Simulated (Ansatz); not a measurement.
We consider rock-salt SnTe (cubic form, which distorts at low temperature), described by PBE-D3(BJ) in Ansatz (PAW).

The input as run:

Ansatz 0.2 input:
```yaml
crystal:
  lattice:
    - [0.0, 3.0897831673, 3.0897831673]
    - [3.0897831673, 0.0, 3.0897831673]
    - [3.0897831673, 3.0897831673, 0.0]
  atoms:
    - { symbol: Sn, position: [0.0, 0.0, 0.0] }
    - { symbol: Te, position: [0.5, 0.5, 0.5] }
basis:
  ecutwfc: 520
  ecutrho_ratio: 4
  xc_grid: 2
kpoints:
  mp_grid: { grid: [10, 10, 10] }
hamiltonian:
  xc: pbe
  dispersion: d3bj
  pseudopotentials: { kind: paw }
scf:
  occupations: { method: fermi_dirac, width: 0.01 }
  convergence: { dr2_threshold: 0.0000000002 }
output:
  forces: true
  stress: true
  eigenvalues: true
```

### Question
How many irreducible k-points, plane waves at Γ does the program set up, and what pressure does the run end with?

### Answer
47 irreducible k-points, 1639 plane waves at Γ; P = 3.25 GPa, so the cell is compressed on average and its volume would grow at this level.

Excerpt of the program's output:

```
Crystal: 2 atoms, lattice volume = 58.995 Å³
Basis set: ecut = 520 eV, 1639 PW (Γ), exchange–correlation on 72×72×72 points (8 copies of the dense FFT grid, shifted against one another)
Bands: 19, of which v1, the nominal top of the filled ones, is band 15 counted from 1 (14 counted from 0)
Symmetry: 48 space group operations
Space group: Fm-3m (ITA 225), of the structure as read, at distance tolerance 3.9e-5 Å
k-points: 47 of 1000
Functional: x = pbe(κ = 0.804, μ = 0.2195149727645171), c = pbe(β = 0.06672455060314922)
SCF iter   1: F=—  HF=-13005.493075 eV  |F-HF|=—  |Δ(HF+E_count)|=         —  Δρ=7.81e-4  dr2=4.08e-4
SCF iter   2: F=—  HF=-13005.491764 eV  |F-HF|=—  |Δ(HF+E_count)|=   1.31e-3  Δρ=4.77e-4  dr2=9.20e-5
  ...
SCF iter   6: F=—  HF=-13005.491793 eV  |F-HF|=—  |Δ(HF+E_count)|=   9.11e-9  Δρ=1.29e-6  dr2=6.38e-10
SCF iter   7: F=-13005.491793 eV  HF=-13005.491793 eV  |F-HF|=5.64e-11  |Δ(HF+E_count)|=  6.08e-10  Δρ=2.85e-7  dr2=4.38e-11
SCF 1 converged in 7 iterations: F = -13005.491793 eV  dr2 = 4.38e-11
SCF converged after 7 iterations
Free energy (F): -13005.491793 eV
Internal energy: -13005.491793 eV  (E = F + TS)
E sigma→0 (E₀):  -13005.491793 eV
Fermi energy:    10.722936 eV
--- Forces (eV/Å), atoms counted from 1 ---
  atom   1  Sn    -0.00000000     0.00000000     0.00000000
  atom   2  Te     0.00000000    -0.00000000    -0.00000000
--- Stress (GPa, compression-positive) ---
        3.253226       0.000000      -0.000000
       -0.000000       3.253226       0.000000
       -0.000000       0.000000       3.253226
  P = ⅓ Tr σ = 3.2532 GPa (32.532 kbar)
```

The cell is one volume of an energy–volume scan, off the minimum.

Note: symmetry holds this phase in the static calculation, where it need not be a minimum.

Ansatz is a program for electronic structure.
